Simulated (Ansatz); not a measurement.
bcc Fe was calculated with PBEsol (plane waves, PAW; Ansatz, a program for electronic structure).

Run with plane-wave cutoff 500 eV, 26×26×26 k mesh, Fermi–Dirac smearing 0.1 eV, magnetic order afm, spin-polarised with opposed moments, scalar-relativistic PAW data made under PBE.

Cell (relaxed at this level):

```xyz
2
Lattice="2.7350 0.0000 0.0000 0.0000 2.7350 0.0000 0.0000 0.0000 2.7350" Properties=species:S:1:pos:R:3 pbc="T T T"
Fe     0.0000     0.0000     0.0000
Fe     1.3675     1.3675     1.3675
```

Question: Give the computed magnetic moment (largest site, within a sphere).

Answer: 
* **magnetic moment (largest site, within a sphere)**: 0.64 μB

Moments are spin moments.

Computed values are for the static lattice.

It cost roughly 4 core-minutes of CPU time.
